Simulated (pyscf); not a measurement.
Routes from HO–GeH₂–Cl + H₂

Candidate steps break at most two bonds and form at most two. Each was searched with GFN2-xTB (tblite) first. Single points on ωB97X-D3(BJ)/def2-SVP structures (PySCF, gas phase). Energies: ωB97M-D3(BJ)/def2-TZVP, kcal/mol, from the separated reactants, singlet surface; ΔG‡ with ideal gas, 1 atm, RRHO with modes under 100 cm⁻¹ raised to 100, one conformer, R ln 2 for chiral ones without a mode under 150 cm⁻¹.

```tsv
products	type	ΔE‡	ΔE	ΔG‡ 298 K	ΔG‡ 900 K	ν‡ (cm⁻¹)
Cl–GeH₃ + H₂O	four-centre exchange	43.5	+3.8	53.0	72.0	1402i
HO–GeH₃ + HCl	four-centre exchange	48.6	+15.7	58.3	77.0	870i
```

Row 1: On the product side the descent ends in a complex, 4.4 kcal/mol under the separated species and 43.8 kcal/mol under the saddle at ωB97X-D3(BJ)/def2-TZVP. Row 2: On the product side the descent ends in a complex (not fully relaxed), 6.8 kcal/mol under the separated species and 38.1 kcal/mol under the saddle at ωB97X-D3(BJ)/def2-TZVP. 

Plain bond fissions and candidates not yet searched are not listed, and one of them may be faster. Each barrier is that of the saddle found; lower ones may exist. Elements up to Kr have no core potential and no relativistic terms here.
